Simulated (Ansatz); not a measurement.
**Active spaces for C4H5F, singlet**

Program: Ansatz, Gaussian basis, development build. Basis cc-pVTZ, nonrelativistic, no frozen core. State-specific CASSCF; RHF is the lowest restricted (open-shell) Hartree–Fock solution met. Solutions may break the symmetry of the shape. No proof that the lowest CASSCF solution was found.

Geometry:

```xyz
10

C     0.0000   -1.8168   -0.2523
C     0.0000   -0.4815   -0.2037
C     0.0000    0.3462    0.9925
C     0.0000    1.6862    0.9630
F     0.0000    0.2245   -1.3671
H     0.0000   -2.3922    0.6639
H     0.0000   -2.3402   -1.1996
H     0.0000   -0.1905    1.9377
H     0.0000    2.2315    0.0267
H     0.0000    2.2660    1.8787
```

(1) What do CASSCF and its corrections give against RHF in CAS(4,4), and what are the occupations?

(2) Roughly how much CPU time does a whole run from the default start take (median of such runs, summed over threads; nearly all runs on one pinned thread of a shared server, mostly Xeon at 2.3 to 2.6 GHz, by a development driver)?

## Answers

(1) CASSCF -1.484 eV, SC-NEVPT2 -26.372 eV; occupations 1.93, 1.89, 0.12, 0.06.

(2) CAS(4,4): about 17 s. Other jobs ran beside these, and the count of passes differs.
